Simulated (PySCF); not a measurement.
Gas-phase reaction: SiH₂(NH₂)₂ + SiH₄ = 2 H₃SiNH₂

Energies from PySCF (xtb for GFN2), thermal terms from the rigid-rotor harmonic-oscillator model, ideal gas at 1 bar. † marks an energy on the PBE0/def2-TZVP geometry and frequencies; other levels use their own. MP2 and CCSD(T) freeze the core. 6-31G* has spherical d functions here. All species are closed-shell singlets. B3LYP is the form with VWN-RPA correlation. No R ln 2 is added for the mirror-image form of SiH₂(NH₂)₂. SiH₂(NH₂)₂, H₃SiNH₂: computed as isolated molecules; such fragments, hydroxides, amides, oligomers or adducts are transient or little studied in the gas. MP2 isn't extrapolated to the basis-set limit; its ΔH°(298 K) is 22.5 kJ in def2-SVP and 23.9 kJ in def2-TZVPP. CCSD(T) isn't extrapolated to the basis-set limit; its ΔH°(298 K) is 22.6 kJ in def2-SVP and 24.4 kJ in def2-TZVPP. The harmonic model lacks anharmonicity and excited electronic states, which grow with temperature; levels with a mode under 35 cm⁻¹ are left out. Internal rotation in SiH₂(NH₂)₂, H₃SiNH₂ is treated as a harmonic vibration of one conformer, which makes the entropy rough.

```
level               ΔE electronic, kJ  ΔH°(298 K), kJ  ΔS°(298 K), J/K  ΔG°(1400 K), kJ
------------------  -----------------  --------------  ---------------  ---------------
B3LYP/6-31G*                       23              24               33              -20
B3LYP/def2-TZVP†                   23              23               34              -24
CCSD(T)/def2-SVP†                  22              23               34              -24
GFN2-xTB                            0              -1               30              -42
MP2/def2-TZVPP†                    24              24               34              -23
PBE/def2-SVP                       23              23               31              -19
PBE0/def2-QZVP†                    23              23               34              -23
PBE0/def2-TZVP                     23              24               34              -23
r2SCAN/def2-TZVP†                  25              25               34              -21
ωB97M-V/def2-TZVP†                 24              25               34              -22
```
ΔH° is lowest at GFN2-xTB and highest at r2SCAN/def2-TZVP†. No reference value is set beside these.
